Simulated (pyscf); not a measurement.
## Substitution at N: Cl–Ge•(Cl)–Cl + ammonia (NH₃) -> H₂N–Ge(Cl)(Cl)–Cl + H atom (H•)

Gas phase, doublet surface, charge 0. Bonds broken: N5–H7. Bonds formed: Ge2–N5. Single points on ωB97X-D3(BJ)/def2-SVP structures (PySCF, gas phase).

Transition state (Å):

```xyz
8

Cl    -0.3141    -0.0369     1.9096
Ge    -1.1891    -0.4067    -0.0004
Cl    -1.1002    -2.4983    -0.4107
Cl    -3.2792     0.1484     0.1194
N      0.0322     0.3848    -1.2532
H      0.0209     1.3992    -1.1026
H      1.4550     0.3074    -1.6510
H     -0.3475     0.2394    -2.1947
```

One imaginary mode, 1516i cm⁻¹; descent along it reached the two sides named, in the forms told below.

| bond | change | reactant side (Å) | saddle | product side |
|---|---|---|---|---|
| N5–H7 | breaks | 1.021 | 1.479 | 3.4 |
| Ge2–N5 | forms | 2.446 | 1.920 | 1.794 |

Electronic energies relative to the separated reactants (kJ/mol):

| level | barrier | reaction energy | reverse barrier |
|---|---|---|---|
| ωB97X-D3(BJ)/def2-TZVP | 142.7 | +90.7 | 52.0 |
| PBE/def2-TZVP | 120.1 | +124.1 | -4.0 |
| r²SCAN/def2-TZVP | 118.1 | +112.0 | 6.1 |
| B3LYP-D3(BJ)/def2-TZVP | 132.9 | +124.1 | 8.8 |
| PBE0-D3(BJ)/def2-TZVP | 125.4 | +102.6 | 22.8 |
| M06-2X/def2-TZVP | 144.8 | +96.7 | 48.1 |
| ωB97M-D3(BJ)/def2-TZVP | 149.4 | +107.3 | 42.1 |
| HF/def2-TZVP | 192.5 | +78.2 | 114.3 |

With ωB97M-D3(BJ)/def2-TZVP energies and thermal terms (ideal gas, 1 atm, RRHO with modes under 100 cm⁻¹ raised to 100, one conformer, R ln 2 for rigid chiral ones), in kJ/mol:

```tsv
T (K)	ΔH‡	ΔG‡	ΔH	ΔG
298	133.0	173.8	+87.7	+99.2
600	136.5	213.9	+94.7	+108.1
900	141.3	251.5	+101.7	+113.3
1200	146.0	287.6	+108.1	+116.2
```

On the reactant side the descent ends in a bound adduct, 54.0 kJ/mol under the separated species and 196.7 kJ/mol under the saddle at ωB97X-D3(BJ)/def2-TZVP. At PBE this geometry lies under the product side: in single points on another level's saddle the reverse barrier vanishes, and the forward threshold there is about the reaction energy. One saddle was located; it need not be the lowest between these sides. The angle at the attacked N is 140°. Elements up to Kr have no core potential and no relativistic terms here.
